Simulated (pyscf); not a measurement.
Thermochemistry of product channels of H₂N–SiH(Cl)–Cl (SMILES N[SiH](Cl)Cl) + H• (SMILES [H]) on the doublet surface, in kcal/mol, from ωB97M-D3(BJ)/def2-TZVP energies (ideal gas, 1 atm, RRHO with modes under 100 cm⁻¹ raised to 100, one conformer, R ln 2 for rigid chiral ones). Single points on ωB97X-D3(BJ)/def2-SVP structures (PySCF, gas phase).

```csv
products,ΔE,ΔH(298 K),ΔG(298 K),ΔG(600 K)
H₂N–Si•(Cl)–Cl (SMILES N[Si](Cl)Cl) + H₂ (SMILES [H][H]),?,-9.9,-11.5,-13.2
•HN–SiH(Cl)–Cl (SMILES [NH][SiH](Cl)Cl) + H₂ (SMILES [H][H]),?,+9.1,+7.6,+6.1
```

Complete the blanks.


- H₂N–Si•(Cl)–Cl (SMILES N[Si](Cl)Cl) + H₂ (SMILES [H][H]), ΔE: -10.8
- •HN–SiH(Cl)–Cl (SMILES [NH][SiH](Cl)Cl) + H₂ (SMILES [H][H]), ΔE: +10.7

These are energies of the channels, which say nothing of barriers.
